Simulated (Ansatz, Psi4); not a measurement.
**O2: a line through the functionals**

The species is O2 (2 atoms), meant as a triplet with charge 0. As SMILES, `O=O`. Geometry: relaxed at PBE0-D4/def2-TZVP.

The electronic atomisation energy y, in eV, basis aug-cc-pVTZ; a is the functional's share of exact exchange. Programs: Ansatz 0.2.0, Psi4 1.11.

| functional | program | a | y (eV) |
| --- | --- | --- | --- |
| U-revPBE | Psi4 | 0 | 5.79 |
| U-r2SCAN | Psi4 | 0 | 5.60 |
| UTPSSh | Psi4 | 0.1 | 5.19 |
| UB3LYP | Psi4 | 0.2 | 5.33 |
| U-r2SCAN0 | Ansatz | 0.25 | 4.95 |
| UPBE0 | Psi4 | 0.25 | ? |
| UBHLYP | Psi4 | 0.5 | 4.34 |

Question: Fit y = c + s·a to the known rows and predict UPBE0.

Answer: 
1. Means of the 6 rows: a = 0.1750, y = 5.200.
2. Σ(Δa)² = 0.17875, Σ(Δa·Δy) = -0.4675, so the slope is -0.4675/0.17875 = -2.6154.
3. Intercept: 5.200 − (-2.6154) × 0.1750 = 5.658. The largest residual of the fit is 0.21.
4. UPBE0: 5.658 + (-2.6154) × 0.25 = 5.00 eV.

The run gave 5.38 eV, so the prediction is off by -0.38 eV, more than the largest residual. The rows mix families of semi-local functionals, which the line can't see.
